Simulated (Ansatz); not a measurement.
## Wavefunction methods compared: HCO, doublet

Computed with Ansatz's Gaussian-basis code (development build); BCCD by scripts on PySCF. Settings: STO-3G; 2 core orbitals frozen; no relativity. Perturbation and coupled-cluster methods stand on the Hartree–Fock determinant that coupled cluster favours; RHF here means ROHF, with semicanonical perturbation theory. The state met can differ between shapes. The basis is small, far from the limit. The unrestricted determinant is a mixture of spins, so it may stand for another state.

Shape A. A bond is stretched, to 2.11 times the sum of the covalent radii.

```xyz
3

C     0.0000    0.0000    0.0000
H     0.0000    0.9200   -0.6300
O     0.0000    0.0000    2.9988
```

Shape B. A bond is stretched, to 2.34 times the sum of the covalent radii.

| atom | x (Å) | y (Å) | z (Å) |
| --- | --- | --- | --- |
| C | 0.0000 | 0.0000 | 0.0000 |
| H | 0.0000 | 2.0700 | -1.4175 |
| O | 0.0000 | 0.0000 | 1.1760 |

Shape C. A bond is stretched, to 2.50 times the sum of the covalent radii.

```xyz
3

C     0.0000    0.0000    0.0000
H     0.0000    2.2080   -1.5120
O     0.0000    0.0000    1.1760
```

Correlation energy of CCSD(T), then each method's total less that of CCSD(T), in eV:

| case | E corr CCSD(T) | CCSD | BCCD | BCCD(T) | determinant |
| --- | --- | --- | --- | --- | --- |
| A UHF | -0.563 | 0.000 | 0.000 | 0.000 | ⟨S²⟩ = 2.751 |
| B RHF | -4.033 | +0.240 | +0.294 | +0.002 | – |
| B UHF | -4.032 | +0.240 | +0.294 | +0.002 | ⟨S²⟩ = 0.751 |
| C RHF | -4.032 | +0.241 | +0.294 | +0.002 | – |

(1) Give full CI less CCSD(T). Is CCSD(T) good to 1 kcal/mol?

Results:

(1) A UHF: -0.011 eV (within, spin-contaminated determinant); B RHF: -0.025 eV (within); B UHF: -0.025 eV (within); C RHF: -0.025 eV (within).
